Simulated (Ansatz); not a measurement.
A made-up structure of CH$_{2}$NaO (charge +1), singlet:

```
5
angstrom
C -0.6116 0.1760 -0.2659
O 0.4599 -0.1319 0.2001
Na 2.3831 -0.6858 1.0363
H 3.0282 -1.1547 2.8376
H -1.3814 -0.5832 -0.4718
```

It is relaxed with PBE-D4/def2-SVP and then PBE0-D4/def2-TZVP (Ansatz 0.2.0). Atoms count as bonded within 1.22 times the sum of their covalent radii (H–H: 0.88 Å). The end point is not checked to be a true minimum.

**Question.** Does its bonding change? (Judge from chemistry; the calculation decides.)

**Answer.** The calculation gives: Yes. Formed: C1–Na3, O2–H4; broken: O2–Na3, Na3–H4.

Where it ends: The first stage lowers the energy by 3.33 eV in 40 steps. It ends as CH₂NaO ([OH][CH][Na]), total charge +1:
```xyz
5
angstrom
C 0.7539 -0.2742 0.4545
O 0.6236 -1.1802 1.3486
Na 3.0013 0.6546 0.0776
H -0.2797 -1.5294 1.4768
H -0.2208 -0.0505 -0.0212
```

Labels in which every atom is bracketed show which atoms are joined, not bond orders.

For scale, one of the runs: PBE0-D4/def2-TZVP relaxation, 106 basis functions, launched by `ansatz run in.yaml --threads 2 --pin off --events-out ev --progress --plain --max-ram 4352MiB`. Hardware: 2 CPU threads of an Arm Neoverse V1, shared host. Wall time about 10 s.
